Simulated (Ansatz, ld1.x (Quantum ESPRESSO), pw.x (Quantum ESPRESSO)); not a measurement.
## Equation-of-state test of one TM potential (V (Z = 23))

ld1.x (Quantum ESPRESSO) 7.5 input, shortened:

```
&input
   title='V', zed=23., rel=1, dft='PBE', iswitch=3,
   config='[Ar] 3d3 4s2 4p0'
 /
 &inputp
   pseudotype=2, tm=.true., lloc=0,
   nlcc=.true.
 /
3
4P  2  1   0.00   0.00  2.95  2.95  0.0
3D  3  2   3.00   0.00  1.50  1.50  0.0
4S  1  0   2.00   0.00  3.05  3.05  0.0
 &test
   configts(1)='3d3 4s2 4p0'
 /
```

Crystal test: bcc V in pw.x 7.5, no spin, 15³ k-points, Fermi–Dirac smearing 0.01 Ry, cutoffs 120/480 Ry. The reference is all-electron LAPW (Ansatz 0.2.0) with the same functional, mesh and smearing; V0 and B0 come from Birch–Murnaghan fits to the pressures at five volumes. Errors are pseudo minus all-electron; Δ is the rms difference of the E(V) curves that follow from these fits, minima aligned, over ±6 % about the mean V0. Mesh and smearing are coarse, so the numbers serve the comparison and aren't converged zero-temperature values; the lattice is a test structure that the element need not adopt.

All-electron: a0 = 3.000 Å (V0 = 13.50 Å³/atom), B0 = 179.4 GPa.

Q: How far does the potential miss the all-electron equation of state?

A: mean pressure error (GPa): +11.46. The pressure does not cross zero within the volumes sampled, so no fit is given. The largest radius (3.05 bohr) exceeds half the bond length (2.45 bohr), so the spheres overlap, which is one possible source of error among others. This is a poor potential for the solid. Atomic configuration tests: 1 of 7 tests not solved or not reliable.

```csv
V (Å³/atom),P all-electron (GPa),P pseudo (GPa)
12.758,11.27,25.00
13.093,5.78,18.25
13.429,0.92,12.26
13.765,-3.39,6.94
14.100,-7.21,2.21
```

Q: At the middle volume, how do free energy and pressure move when the wave cutoff is lowered (ecutrho kept at four times it)?

A:

```tsv
cutoff (Ry)	shift of F (meV/atom)	shift of P (GPa)
54	+5015.9	-210.14
72	+593.6	-45.19
96	+9.8	-1.69
```

Input at the middle volume:

```
&control
  calculation='scf', prefix='x', pseudo_dir='./', outdir='./tmp', tstress=.true., disk_io='low'
/
&system
  ibrav=0, nat=1, ntyp=1, ecutwfc=120, ecutrho=480, nbnd=9,
  occupations='smearing', smearing='fd', degauss=0.01
/
&electrons
  conv_thr=1e-09, mixing_beta=0.4, electron_maxstep=70
/
ATOMIC_SPECIES
V 1.0 V.UPF
CELL_PARAMETERS angstrom
  -1.49736575 1.49736575 1.49736575
  1.49736575 -1.49736575 1.49736575
  1.49736575 1.49736575 -1.49736575
ATOMIC_POSITIONS crystal
V 0.0000 0.0000 0.0000
K_POINTS automatic
15 15 15 0 0 0
```

```bash
pw.x < V.scf.in > V.scf.out
```

Lines of the output:

```
Message from routine setup:
     using ibrav=0 with symmetry is DISCOURAGED, use correct ibrav instead
     lattice parameter (alat)  =       4.9010  a.u.
     unit-cell volume          =      90.6234 (a.u.)^3
     number of electrons       =         5.00
     number of Kohn-Sham states=            9
     kinetic-energy cutoff     =     120.0000  Ry
     charge density cutoff     =     480.0000  Ry
     scf convergence threshold =      1.0E-09
     Exchange-correlation= PBE
     number of k points=   120  Fermi-Dirac smearing, width (Ry)=  0.0100
     iteration #  1     ecut=   120.00 Ry     beta= 0.40
     total energy              =     -17.35309323 Ry
     estimated scf accuracy    <       0.03758635 Ry
     iteration #  2     ecut=   120.00 Ry     beta= 0.40
     total energy              =     -17.35922539 Ry
     estimated scf accuracy    <       0.00083500 Ry
     iteration #  3     ecut=   120.00 Ry     beta= 0.40
     total energy              =     -17.35937154 Ry
     estimated scf accuracy    <       0.00025477 Ry
     iteration #  4     ecut=   120.00 Ry     beta= 0.40
     total energy              =     -17.35938112 Ry
     estimated scf accuracy    <       0.00000154 Ry
     iteration #  5     ecut=   120.00 Ry     beta= 0.40
     total energy              =     -17.35938131 Ry
     estimated scf accuracy    <       0.00000017 Ry
     iteration #  6     ecut=   120.00 Ry     beta= 0.40
     total energy              =     -17.35938131 Ry
     estimated scf accuracy    <          4.8E-09 Ry
     iteration #  7     ecut=   120.00 Ry     beta= 0.40
     the Fermi energy is    11.0100 ev
!    total energy              =     -17.35938131 Ry
     estimated scf accuracy    <          3.0E-11 Ry
     smearing contrib. (-TS)   =      -0.00737349 Ry
     The total energy is F=E-TS. E is the sum of the following terms:
     one-electron contribution =       7.60184216 Ry
     hartree contribution      =       0.84951619 Ry
     xc contribution           =      -9.72680467 Ry
     ewald contribution        =     -16.07656151 Ry
     convergence has been achieved in   7 iterations
          total   stress  (Ry/bohr**3)                   (kbar)     P=      122.61
```

The run at the middle volume (120 k-points, 7 iterations) took about 24 s on one core of a shared host (Neoverse-V1, 32 threads, 247 GiB, load 24).
